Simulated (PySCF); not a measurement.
## Relaxation of triplet SN2

Method: PySCF, UPBE0, basis S def2-TZVP, N def2-TZVP (no relativity, density fitting). A (50,194) grid was used.

A hand-made end-on start, of Cs symmetry, held to at least that symmetry:

```xyz
3
charge 0 multiplicity 3, angstrom
S    -0.2437    0.0000   -0.9769
N    -0.2437    0.0000    0.8153
N     0.8003    0.0000    1.4153
```

Optimiser trace:
```tsv
step	E − E(last) (kJ/mol)	largest gradient (Eh/bohr)
0	122.29	0.07723
2	103.60	0.02490
4	71.45	0.04324
6	16.99	0.05860
8	3.49	0.00540
10	0.77	0.00068
12	0.32	0.00027
14	0.27	0.00031
16	0.27	0.00043
18	0.25	0.00328
20	0.21	0.00016
22	0.19	0.00063
24	0.18	0.00462
26	0.16	0.00153
28	0.15	0.00131
30	0.13	0.00218
32	0.10	0.00238
34	0.06	0.00242
36	0.08	0.00744
38	0.00	0.00019
```

It ends at Cs with N–N 1.090 Å. The molecule has come apart into S + N₂. No frequency check is given, so it may be a saddle point.

The relaxation took 54 s on 2 threads of a shared Arm Neoverse V1 host, with 99 basis functions and 43 gradients; the process peaked at 0.52 GiB.
